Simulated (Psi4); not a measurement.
Psi4 input (wB97X-D/6-311+G**):

```
memory 1500 MB

molecule {
-1 1
C     0.00338377    0.10886783    0.55856994
C    -0.00493192    1.40362732   -0.22443988
C     0.00154860   -1.23332597   -0.22868881
H    -0.86721713    0.06866735    1.23737251
H     0.88297494    0.07298702    1.22592807
H     0.00802955   -2.13036317    0.42385519
H     0.88047196    1.44474346   -0.88717900
H    -0.89911906    1.44035123   -0.87554232
H    -0.88326491   -1.28787415   -0.87278214
H     0.87812193   -1.28352684   -0.88429978
symmetry c1
no_reorient
no_com
}

set {
  basis 6-311+G**
  reference rks
  scf_type pk
  dft_radial_points 99
  dft_spherical_points 590
  e_convergence 1e-8
  d_convergence 1e-7
  maxiter 150
}

e = energy('wb97x-d')
print_out(f'\nFINAL {e:.10f} DIPOLE {variable("CURRENT DIPOLE")[0]:.6f} {variable("CURRENT DIPOLE")[1]:.6f} {variable("CURRENT DIPOLE")[2]:.6f}\n')
```

From the last part of the output:

```
      86A      2.791343    87A      2.806484    88A      2.813854
      89A      2.860168    90A      2.900272    91A      2.902055
      92A      2.975827    93A      3.005269    94A      3.028731
      95A      3.080300    96A      3.142591    97A      3.270420
      98A      3.397241    99A      3.656510   100A      4.030436
     101A      4.051180   102A      4.100613   103A      4.117386
     104A      4.342392   105A      4.581505   106A     24.173780
     107A     24.223259   108A     24.261538

    Final Occupation by Irrep:
              A
    DOCC [    13 ]
    NA   [    13 ]
    NB   [    13 ]

  @RKS Final Energy:  -118.45490568503884

   => Energetics <=

    Nuclear Repulsion Energy =             75.0630161085862255
    One-Electron Energy =                -311.4974450666078383
    Two-Electron Energy =                 130.7843501255986780
    DFT Exchange-Correlation Energy =     -12.8014998251615193
    Empirical Dispersion Energy =          -0.0033270274543871
    VV10 Nonlocal Energy =                  0.0000000000000000
    Total Energy =                       -118.4549056850388382

Computation Completed

Properties will be evaluated at   0.000000,   0.000000,   0.000000 [a0]

Properties computed using the SCF density matrix

 Multipole Moments:

 ------------------------------------------------------------------------------------
     Multipole            Electronic (a.u.)      Nuclear  (a.u.)        Total (a.u.)
 ------------------------------------------------------------------------------------

 L = 1.  Multiply by 2.5417464519 to convert [e a0] to [Debye]
 Dipole X            :          0.0064172           -0.0000000            0.0064171
 Dipole Y            :         -2.4494954           -0.0000000           -2.4494955
 Dipole Z            :          0.0568129            0.0000001            0.0568130
 Magnitude           :                                                    2.4501626

 ------------------------------------------------------------------------------------

FINAL -118.4549056850 DIPOLE 0.006417 -2.449495 0.056813

*** Psi4 exiting successfully. Buy a developer a beer!
```

The dipole moment of an ion depends on the origin.
